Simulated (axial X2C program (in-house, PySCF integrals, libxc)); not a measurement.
# Correcting the dissociation energy of CS for spin–orbit coupling

A spin-free CCSD(T) curve (one-electron X2C) was computed with an in-house relativistic program for diatomic molecules, basis S dyall-av4z [10s9p4d3f2g], C dyall-v4z [8s7p3d2f1g] (cores contracted in-house), for the state M_S = 0, Λ = 0 (closed shell). It gives D0 = 7.187 eV to S + C, which in a spin-free picture are the weighted means of the ground terms.

Correlated methods: 10 electrons correlated (number of frozen shells: S 2 s, 1 p; C 1 s), 288 virtual spin orbitals or spinors in MP2, 152 natural virtuals in coupled cluster.

Measured levels of the ground terms (NIST Handbook of Basic Atomic Spectroscopic Data), in cm⁻¹: S 3P: J = 2 at 0, J = 1 at 396.1, J = 0 at 573.6; C 3P: J = 0 at 0, J = 1 at 16.4, J = 2 at 43.4.

The molecular state has Λ = 0, so it has no first-order lowering.

**Question.** How far does each ground level lie under the (2J+1)-weighted mean of its term?

**Answer.** S: (5 × 0 + 3 × 396.1 + 1 × 573.6)/9 = 196 cm⁻¹; C: (1 × 0 + 3 × 16.4 + 5 × 43.4)/9 = 30 cm⁻¹.

**Question.** Correct D0.

**Answer.** D0 = 7.187 + (0 − 226)/8065.5 = 7.159 eV at CCSD(T) with these spin–orbit terms.

Second-order spin–orbit effects in the molecule, which grow quickly with Z, are left out. The state is one determinant whose occupation by symmetry is held fixed; it was picked as the lowest of a PBE0 search that is not exhaustive. De is counted from the lowest determinant-based energies of the atoms at the same level, without counterpoise correction. Coupled cluster ran in a truncated set of natural virtual spinors; the MP2 energy of the rest was added. (T) has no such correction and the atoms are truncated less, which lowers De at CCSD(T) by a hundredth of an eV or more.
